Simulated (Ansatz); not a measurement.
Molecule (SMILES): F[CH]F, doublet.
Atoms: C1, F2, F3, H4. Bonds: C1-F2, C1-F3, C1-H4.

Basis-set convergence of the optimised C1-F2 bond length at PBE with Ansatz (a program for electronic structure). Cartesian d functions, on some or all atoms, in 6-31G**, 6-31+G*; all else is spherical. The program fits the integrals of some runs and decomposes those of others, by size. Open shells are unrestricted. No added dispersion term, no relativity. Reference: the value in def2-QZVPPD, 1.3380 Å, itself unsure by roughly 0.0002 Å (its mean distance from pcseg-3, def2-QZVPP, cc-pVQZ).

| basis | functions | optimised C1-F2 bond length (Å) |
|---|---|---|
| STO-3G | 16 | … |
| 3-21G | 29 | 1.3725 |
| cc-pVDZ | 47 | 1.3432 |
| def2-SVP | 47 | 1.3329 |
| pcseg-1 | 47 | 1.3431 |
| 6-31G** | 50 | 1.3421 |
| 6-31+G* | 59 | 1.3475 |
| 6-311G** | 60 | 1.3412 |
| 6-311+G** | 72 | 1.3423 |
| def2-SVPD | 74 | 1.3385 |
| aug-cc-pVDZ | 78 | … |
| 6-311++G(2d,2p) | 91 | 1.3405 |
| def2-TZVP | 99 | 1.3386 |
| cc-pVTZ | 104 | … |
| def2-TZVPD | 126 | 1.3389 |
| jun-cc-pV(T+d)Z | 131 | 1.3391 |
| 6-311++G(3df,3pd) | 135 | … |
| def2-QZVPPD | 228 | 1.3380 |

Problem. Fill in the missing entries.

Solution. 
- STO-3G, optimised C1-F2 bond length (Å): 1.3847
- aug-cc-pVDZ, optimised C1-F2 bond length (Å): 1.3489
- cc-pVTZ, optimised C1-F2 bond length (Å): 1.3383
- 6-311++G(3df,3pd), optimised C1-F2 bond length (Å): 1.3364
